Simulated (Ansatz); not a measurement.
# B2H4O: taking an electron away

Aim: the vertical ionisation energy of B2H4O, as cation minus neutral at the neutral's geometry, on several levels, and how well −ε(HOMO) stands in for it.

Computed with Ansatz 0.2.0, Gaussian basis. Level: unrestricted cation, the program's frozen cores in correlated methods.

Plan: UKS PBE-D4/def2-TZVPP; UKS r2SCAN-D4/def2-TZVPP; UKS PBE0-D4/def2-TZVPP; UKS B3LYP-D4/def2-TZVPP; UKS wB97X-V/def2-TZVPP; UKS wB97M-V/def2-TZVPP; UKS B2PLYP/def2-TZVPP; UHF-CCSD(T)/def2-TZVPP; UHF-MP2/def2-QZVPP; extrapolation to the limit; then −ε(HOMO) from the neutral's earlier runs with LDA (SPW92), PBE-D4, revPBE-D4, BLYP-D4, r2SCAN-D4, B97M-V, PBE0-D4, B3LYP-D4, r2SCANh-D4, r2SCAN0-D4, HSE06-D4, BHLYP-D4, CAM-B3LYP-D4, LC-ωPBE, ωB97X-V, ωB97M-V.

**1. The relaxed structure**

All runs share one geometry, relaxed beforehand with PBE0-D4/def2-TZVP.

SMILES `BOB`, 7 atoms, charge 0, spin multiplicity 1.

Atoms are counted from 1 here; the program's logs count them from 0.

Bond lengths: B1–O2 1.365 Å, B1–H4 1.199 Å, B1–H5 1.196 Å, O2–B3 1.365 Å, B3–H6 1.196 Å, B3–H7 1.199 Å. Angles: O2–B1–H4 119.7°, O2–B1–H5 117.4°, H4–B1–H5 122.9°, B1–O2–B3 124.6°, O2–B3–H6 117.4°, O2–B3–H7 119.7°, H6–B3–H7 122.9°.

**2. Cation, UKS PBE-D4/def2-TZVPP**

File in.yaml:

```yaml
crystal:
  periodic: [false, false, false]
  atoms:
    - {symbol: B, position_ang: [-1.059763, 0.214347, -0.528894]}
    - {symbol: O, position_ang: [-0.163257, 0.458586, 0.471655]}
    - {symbol: B, position_ang: [1.049218, -0.157401, 0.593875]}
    - {symbol: H, position_ang: [-0.796746, -0.590791, -1.377960]}
    - {symbol: H, position_ang: [-2.085768, 0.827796, -0.510366]}
    - {symbol: H, position_ang: [1.734628, 0.155936, 1.521984]}
    - {symbol: H, position_ang: [1.382989, -0.976672, -0.215894]}
basis:
  gaussian: {orbitals: def2-TZVPP}
total_charge: 1
magnetization: {spin_polarized: true, initial_magnetization: 1}
hamiltonian: {xc: pbe, dispersion: d4}
```

Started as:

```console
$ ansatz run in.yaml --threads 4 --pin off --events-out ev --progress --plain --max-ram 10444MiB
```

Further steps of the session: Cation, UKS r2SCAN-D4/def2-TZVPP; Cation, UKS PBE0-D4/def2-TZVPP; Cation, UKS B3LYP-D4/def2-TZVPP; Cation, UKS wB97X-V/def2-TZVPP; Cation, UKS wB97M-V/def2-TZVPP; Cation, UKS B2PLYP (frozen core)/def2-TZVPP; Cation, UHF-CCSD(T)/def2-TZVPP; Cation, UHF-MP2/def2-QZVPP.

Before running them: what should the planned runs give, taken together? Wanted: ionisation energy, CCSD(T)/CBS; nearest functional by difference; nearest −ε(HOMO); −ε(HOMO) of PBE; T1 of the cation.

The runs gave:

```
                        quantity               value
  ionisation energy, CCSD(T)/CBS            11.72 eV
nearest functional by difference  ωB97X-V (-0.35 eV)
                nearest −ε(HOMO)  LC-ωPBE (-0.22 eV)
                 −ε(HOMO) of PBE             7.19 eV
                T1 of the cation               0.050
```

Energy differences with functionals land within 1.04 eV of the reference. −ε(HOMO) of PBE misses by 4.5 eV, since self-interaction lifts the level. Among orbital estimates LC-ωPBE comes nearest. Hartree-Fock falls 0.84 eV short, as the neutral has more correlation energy than the cation. The cation's T1 (from the report) is 0.050, above the customary mark of 0.045 for open shells, so the coupled-cluster value is less safe.
